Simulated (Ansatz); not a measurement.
## SnO (P4/nmm)

Computed with DFT r2SCAN, scalar-relativistic, plane waves, PAW (Ansatz 0.2.0).

Settings: cutoff 500 eV, Γ-centred mesh 10×8×10 on the computed 4-atom cell, Gaussian smearing of 0.02 eV; no spin polarisation.

The structure is relaxed at this level of theory with its symmetry kept.

```cif
data_structure
_symmetry_space_group_name_H-M 'P4/nmm:1'
_symmetry_Int_Tables_number 129
_cell_length_a 3.8080
_cell_length_b 3.8080
_cell_length_c 4.9365
_cell_angle_alpha 90.000
_cell_angle_beta 90.000
_cell_angle_gamma 90.000
_cell_volume 71.58
loop_
_atom_site_label
_atom_site_type_symbol
_atom_site_symmetry_multiplicity
_atom_site_Wyckoff_symbol
_atom_site_fract_x
_atom_site_fract_y
_atom_site_fract_z
_atom_site_occupancy
Sn1 Sn 2 c 0.00000 0.50000 0.23237 1
O1 O 2 a 0.50000 0.50000 0.00000 1
```

(1) Formation energy from the elements' standard states (uncorrected)?

(2) Generalised Kohn–Sham band gap?

(3) Löwdin character of the top 1 eV of the valence band?

(4) Löwdin character of the lowest 1 eV of the conduction band?

(5) Electron masses at the edge by Cartesian direction of the standard setting (m_e; degenerate bands sorted by energy; no spin-orbit coupling)?

(6) Hole masses at the edge by Cartesian direction of the standard setting (m_e; degenerate bands sorted by energy; no spin-orbit coupling)?

(7) Bader charges (e)?

Results:

(1) -1.361 eV/atom.

(2) 0.36 eV, indirect from Γ to S.

(3) Sn 5s 44 %, O 2p 37 %, Sn 5p 16 %.

(4) Sn 5p 72 %, O 2s 11 %, unprojected 7 %.

(5) x: 0.24, 0.24; y: 0.24, 0.24; z: 0.43, 0.43.

(6) x: 16; y: 14; z: 0.59.

(7) Sn (2 in the cell) 1.34, O (2 in the cell) -1.34.

Cost: 3 runs of about 4.9 core-minutes in all, on Intel Xeon Platinum 8259CL (Skylake/Cascade Lake) (shared hosts).